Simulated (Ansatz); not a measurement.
AlH2O, SMILES [O][AlH2], harmonic frequencies at the relaxed geometry

Computed with the Ansatz DFT code, driven from Python.

Notebook, run cell by cell (the value of a cell's last expression is shown):

**Cell 1**
```python
import itertools
import warnings

import ansatz as az
from ase.data import atomic_numbers, covalent_radii
import numpy as np
```

**Cell 2**
```python
config = {
    'basis_set': 'def2-SVP',
    'method': 'mp2',
}
```

**Cell 3**
```python
warnings.simplefilter('ignore', az.DeckWarning)

molecule = (
    az.Crystal.molecule()
    .atom('O', [0.0773, -0.9412, 1.5441])
    .atom('Al', [-0.0156, 0.024, -0.0537])
    .atom('H', [-1.1508, -0.3192, -1.1651])
    .atom('H', [1.1445, 1.1761, -0.3456])
)
```

**Cell 4**
```python
model = (
    molecule.calculation()
    .basis(gaussian=config['basis_set'])
    .correlation(config['method'], electrons='valence')
    .spin('collinear', total=1)
    .scf(lower_state_search='light')
)
symbols = [site.symbol for site in molecule.cartesian_sites]
start = np.array([site.position_ang for site in molecule.cartesian_sites], dtype=float)
r = model.relax(force_tolerance=0.003).run().report
end = np.array(r['positions_ang'])

radius = [covalent_radii[atomic_numbers[s]] for s in symbols]
span = lambda where, i, j: np.linalg.norm(where[i] - where[j])
bonded = [(i, j) for i, j in itertools.combinations(range(len(symbols)), 2) if min(span(start, i, j), span(end, i, j)) < 1.2 * (radius[i] + radius[j])]
print('pair        before    after (A)')
for i, j in bonded:
    print(f'{symbols[i]}{i}-{symbols[j]}{j}'.ljust(10), f'{span(start, i, j):8.4f} {span(end, i, j):8.4f}')

minimum = az.Crystal.molecule()
for symbol, place in zip(symbols, end):
    minimum = minimum.atom(symbol, place.tolist())
vibrating = (
    minimum.calculation()
    .basis(gaussian=config['basis_set'])
    .correlation(config['method'], electrons='valence')
    .spin('collinear', total=1)
    .scf(lower_state_search='light')
    .phonons(temperatures=(100, 500, 100))
)
vib = vibrating.run().report['vibrations']
sums = vib['harmonic_sums']
modes = [m['omega_inv_cm'] for m in sums['modes_at_gamma'] if m['rigid_motion'] == 'no']
for number, w in enumerate(modes, start=1):
    print(f'mode {number:2d} {w:9.1f} 1/cm {w / 8065.544 * 1000:8.2f} meV')
print('imaginary modes:', sum(w < 0 for w in modes), ' zero-point energy:', round(sums['zero_point_energy_ev'], 4), 'eV')
print('T (K)   F_vib (eV)   S_vib (meV/K)   C_vib (meV/K)')
for row in zip(sums['temperatures_k'], sums['vibrational_free_energy_ev'], vib['entropy_ev_per_k'], vib['heat_capacity_ev_per_k']):
    print(f'{row[0]:6.1f} {row[1]:11.4f} {1000 * row[2]:13.4f} {1000 * row[3]:15.4f}')
```
Output:
```text
pair        before    after (A)
O0-Al1       1.8690   1.7524
Al1-H2       1.6253   1.5675
Al1-H3       1.6608   1.5675
mode  1     464.3 1/cm    57.56 meV
mode  2     638.2 1/cm    79.13 meV
mode  3     751.2 1/cm    93.14 meV
mode  4     848.1 1/cm   105.15 meV
mode  5    2046.9 1/cm   253.79 meV
mode  6    2059.6 1/cm   255.36 meV
imaginary modes: 0  zero-point energy: 0.4221 eV
T (K)   F_vib (eV)   S_vib (meV/K)   C_vib (meV/K)
 100.0      0.4221        0.0009          0.0059
 200.0      0.4212        0.0225          0.0741
 300.0      0.4167        0.0689          0.1579
 400.0      0.4071        0.1235          0.2213
 500.0      0.3920        0.1783          0.2693
```

These settings explore the input space; basis and method may be short of convergence. The frequencies are harmonic and unscaled, in a modest basis. The result belongs to the one conformer reached from this start, and soft torsions count as harmonic oscillators. The species is open-shell (spin multiplicity 2). Run time: 20 s on 1 thread of Intel(R) Xeon(R) Platinum 8259CL CPU @ 2.50GHz (Skylake/Cascade Lake) (shared host), peak memory 0.18 GiB.

(Lines on the test bed's own set-up are left out of the output.)
